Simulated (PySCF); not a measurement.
C₄H₈, SMILES CC(=C)C (connectivity only; charge and spin as stated), charge +1, multiplicity 2.

Geometry optimised at TPSSh-D3(BJ)/def2-SVP. The spin state was assumed, not searched.

Method: TPSSh-D3(BJ)/def2-SVP in PySCF 2.14.0.

Harmonic, unscaled wavenumbers; measured fundamentals usually lie a few per cent lower.

Task: Give all harmonic wavenumbers and intensities. (An estimate is asked for; the answer gives what the named calculation found.)

Result: 
```tsv
mode	ν (cm⁻¹)	IR (km/mol)	moving atoms (share of kinetic energy)
1	95	3.1	H 93 %
2	167	3.5	H 98 %
3	239	0.1	H 98 %
4	399	0.5	C 57 %, H 43 %
5	405	2.2	C 55 %, H 45 %
6	440	8.0	C 51 %, H 49 %
7	760	13.6	H 70 %, C 30 %
8	855	1.6	C 65 %, H 35 %
9	876	17.6	H 71 %, C 29 %
10	968	0.3	H 80 %, C 20 %
11	977	36.9	H 58 %, C 42 %
12	1036	2.6	H 63 %, C 37 %
13	1039	15.2	H 51 %, C 49 %
14	1313	42.6	H 86 %, C 14 %
15	1325	29.1	H 86 %, C 14 %
16	1340	55.7	H 77 %, C 23 %
17	1359	121.9	C 53 %, H 47 %
18	1392	0.5	H 89 %, C 11 %
19	1426	3.5	H 82 %, C 18 %
20	1488	24.4	H 71 %, C 29 %
21	1488	3.3	H 85 %, C 15 %
22	1540	22.2	C 61 %, H 39 %
23	2935	143.6	H 95 %
24	2950	39.4	H 94 %
25	3088	2.0	H 94 %
26	3090	11.4	H 94 %
27	3143	15.3	H 95 %
28	3167	7.7	H 90 %, C 10 %
29	3170	0.2	H 90 %, C 10 %
30	3269	9.4	H 89 %, C 11 %
```
